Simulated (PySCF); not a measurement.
## Field gradients at the hydrogen positions

Compound: C3H5FS.
SMILES with atom numbers: `[F:1][C@@H:2]1[CH2:3][C@@H:4]1[SH:5]` (hydrogens: H6 on C2; H7, H8 on C3; H9 on C4; H10 on S5)

Structure used (PBE0-D3(BJ)/def2-SVP), in Å, numbered top down from 1:
```
atom  x, y, z in Å
F1     0.105    1.845   -0.204
C2    -0.399    0.643   -0.553
C3    -1.005   -0.212    0.497
C4     0.324   -0.597   -0.121
S5     1.770   -0.474    0.918
H6    -0.831    0.657   -1.560
H7    -0.963    0.181    1.516
H8    -1.890   -0.808    0.260
H9     0.324   -1.435   -0.826
H10    2.554    0.175    0.029
```

Level: PBE0/pcSseg-1 (PySCF, non-relativistic); Q(2H) = 0.00286 b; rigid geometry, the same for H and D, with no vibrational averaging.

Question: Rank these positions by the coupling χzz of a deuteron there, largest first.
A. H10 (S–H hydrogen)
B. H6 (methine hydrogen)
C. H8 (methylene hydrogen)
D. H9 (methine hydrogen)

Answer: C (205 kHz), D (201 kHz), B (195 kHz), A (148 kHz).

Tabulate Vzz, the asymmetry η and χzz = 234.96 MHz × Q × Vzz for every hydrogen position.

```csv
atom,bonded to,bond length (Å),Vzz (au),η,χzz (kHz)
H6,C2,1.096,0.2906,0.13,195
H7,C3,1.093,0.3018,0.07,203
H8,C3,1.093,0.3053,0.06,205
H9,C4,1.095,0.2984,0.09,201
H10,S5,1.352,0.2204,0.20,148
```

Average by the element that carries the hydrogen.

on C: 201 kHz over 4 positions, mean bond length 1.094 Å; on S: 148 kHz over 1 position, mean bond length 1.352 Å.

A static deuteron (I = 1) shows a doublet split by (3/2)χ, (3/4)χ(1 + η) and (3/4)χ(1 − η) with the field along z, y and x of the gradient. What are these for H9?

With |χ| = 200.5 kHz and η = 0.094: 301, 165 and 136 kHz, to first order and without motion.

One conformer (not necessarily the lowest) at the PBE0-D3(BJ)/def2-SVP geometry, without solvent, vibrations or thermal averaging. These gradients aren't converged with respect to the basis.
